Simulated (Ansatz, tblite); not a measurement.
**The cluster Cr₂O+: one state, many levels**

Aim: run the doublet of the cluster Cr₂O+ at one geometry on many levels, and compare frontier levels, spin and run time.

Method: as each input shows; program: Ansatz 0.2.0, Gaussian basis.

The runs, in order: GFN1-xTB, GFN2-xTB, PBE-D4/def2-TZVP, r2SCAN-D4/def2-TZVP, B3LYP-D4/def2-TZVP, LDA/def2-TZVP, HSE06-D4/def2-TZVP, revPBE-D4/def2-TZVP, PBE-QIDH/def2-TZVP, PBE-D4/def2-SVP, PBE0-D4/def2-SVP, HF/STO-3G, HF/6-31G, B3LYP-D4/6-31G, MP2/def2-TZVP, RPA/def2-TZVP.

9 further runs of the same task are left out: 3 for a known fault of the program, 5 that didn't finish, 1 set aside as unsound or not needed. Runs told in other sessions of the task aren't counted.

## 1. The geometry

The geometry is that of the doublet, from an earlier relaxation (PBE0-D4/def2-TZVP). At that level it is the lowest of the isomers that a small search found.

3 atoms, charge 1, spin multiplicity 2.

Bond lengths: Cr1–O3 1.680 Å, Cr2–O3 1.928 Å. Angles: Cr1–O3–Cr2 179.9°.

No spin-orbit coupling is included. The ion is computed in the gas phase, without counter-ions or solvent.

PBE0-D4/def2-TZVP was run before; its log isn't repeated, and its numbers join the tables.

## 2. GFN1-xTB

Tight binding, by tblite at 300 K electronic temperature and without a spin-polarisation term:

```python
tblite.interface.Calculator('GFN1-xTB', numbers, positions, charge=1, uhf=1).singlepoint()
```

Energy -209.7489 eV; 0.022 s.

## 3. GFN2-xTB

Tight binding, by tblite at 300 K electronic temperature and without a spin-polarisation term:

```python
tblite.interface.Calculator('GFN2-xTB', numbers, positions, charge=1, uhf=1).singlepoint()
```

Energy -203.2407 eV; 0.35 s.

## 4. PBE-D4/def2-TZVP

start.molden holds the orbitals of an earlier run on this state, given as this run's starting guess.

Contents of in.yaml:

```yaml
crystal:
  periodic: [false, false, false]
  atoms:
    - {symbol: Cr, position_ang: [-1.771689, 2.533202, -1.519504]}
    - {symbol: Cr, position_ang: [-0.212706, -0.077478, 0.422428]}
    - {symbol: O, position_ang: [-1.047005, 1.318076, -0.614324]}
basis:
  gaussian: {orbitals: def2-TZVP, initial_orbitals: start.molden}
total_charge: 1
magnetization: {spin_polarized: true, initial_magnetization: 1}
hamiltonian: {xc: pbe, dispersion: d4}
scf: {omitted_lower_state_checks: [starts]}
output: {orbitals: {seedname: orbitals}}
```

On the command line:

```console
ansatz run in.yaml --threads 4 --pin off --events-out ev --progress --plain --max-ram 3916MiB
```

Further steps of the session: r2SCAN-D4/def2-TZVP; B3LYP-D4/def2-TZVP; LDA/def2-TZVP; HSE06-D4/def2-TZVP; revPBE-D4/def2-TZVP; PBE-QIDH/def2-TZVP; PBE-D4/def2-SVP; PBE0-D4/def2-SVP; HF/STO-3G; HF/6-31G; B3LYP-D4/6-31G; MP2/def2-TZVP; RPA/def2-TZVP.

Q: Predict the results of all the runs planned. Wanted: gap in def2-TZVP, named functionals, smallest and largest; correlation energy, MP2/def2-TZVP; ⟨S²⟩ in def2-TZVP, named functionals, smallest and largest; PBE0 total energy, smallest basis above largest.

**Answer**, as computed:

| quantity | value |
| --- | --- |
| gap in def2-TZVP, named functionals, smallest and largest | 0.56 eV (HSE06-D4), 1.46 eV (PBE0-D4) |
| correlation energy, MP2/def2-TZVP | -23.76 eV |
| ⟨S²⟩ in def2-TZVP, named functionals, smallest and largest | 4.737, 4.754 |
| PBE0 total energy, smallest basis above largest | 10.13 eV (def2-SVP, def2-TZVP) |

In words: Over the named functionals in def2-TZVP the gap runs from 0.56 eV (HSE06-D4) to 1.46 eV (PBE0-D4). LDA, PBE-D4, revPBE-D4, r2SCAN-D4 leave an empty level below a filled one, so this occupation isn't an aufbau state there; left out of the range. Over the named functionals in def2-TZVP spin contamination reaches 4.00 (PBE0-D4), and every level is far from pure, so all describe a mixture with higher spin.
